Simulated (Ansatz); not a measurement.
Ideal-gas functions of `[C]#C` radical at 800 K and 1 bar, from an Ansatz frequency run at PBE0-D4/def2-TZVP.

Molar mass 25.03 g/mol, point group C∞v (symmetry number 1), electronic degeneracy 2, moments of inertia 11.336 u Å². Harmonic wavenumbers (cm⁻¹, unscaled): 484, 484, 2106, 3465.

Use S(trans) = R[1.5 ln M + 2.5 ln T − 1.1517]; rotational temperatures θ = 24.2544 K / I; S(rot) = R[ln(T/σθ) + 1]; for each mode x = 1.438777 ν̃/T, S = R[x/(eˣ − 1) − ln(1 − e⁻ˣ)] and H = RT x/(eˣ − 1); 1 cm⁻¹ = 0.0119627 kJ/mol; R = 8.31446 J/(mol·K).

By hand: the entropy, in J/(mol·K).

Translation 169.5. Rotation: θ = 2.1396 K, giving 57.6. Vibration, mode by mode: 9.73, 9.73, 0.92, 0.12, in all 20.5. Electronic 5.8. Sum 253.4 J/(mol·K).

By hand: H − E and G − E in kJ/mol, counted from the electronic energy.

Zero-point energy ½ × 6539 × 0.0119627 = 39.1; thermal vibration 9.0; translation, rotation and pV give 3.5 RT = 23.3. H − E = 71.4 kJ/mol, and G − E = 71.4 − 800 × 253.4/1000 = -131.3 kJ/mol.

Vibration gives 8 % of the entropy.
